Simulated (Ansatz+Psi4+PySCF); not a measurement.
A calculation with Ansatz (development build ahead of 0.2.0).

```yaml
crystal:
  periodic: [false, false, false]
  atoms:
    - { symbol: C, position_ang: [0.00423, 0.00124, 0.00898] }
    - { symbol: H, position_ang: [0.63073, 0.62558, 0.6199] }
    - { symbol: H, position_ang: [-0.62896, -0.61915, 0.62995] }
    - { symbol: H, position_ang: [0.63045, -0.63511, -0.63701] }
    - { symbol: H, position_ang: [-0.62438, 0.62162, -0.62449] }
basis:
  gaussian: { orbitals: cc-pVTZ }
total_charge: 1
magnetization:
  initial_magnetization: 1
hamiltonian:
  xc: hf
correlation:
  method: mp2
  frozen_orbitals: { C: 1, H: 0 }
```

The input is written out in the form of the current development build from the run's settings. Correlation on restricted open-shell orbitals is semicanonical, with singles.

Output:

```json
{
 "Converged": "yes",
 "Reference energy": "-39.72517 hartree",
 "Correlation energy": "-0.16064 hartree",
 "Total energy": "-39.88581 hartree",
 "Spin squared of the determinant": "0.750",
 "Stability test": "minimum among restricted orbitals"
}
```

Caution: large amplitudes, a single reference is doubtful; MP2 on this radical cation hangs on the determinant chosen.
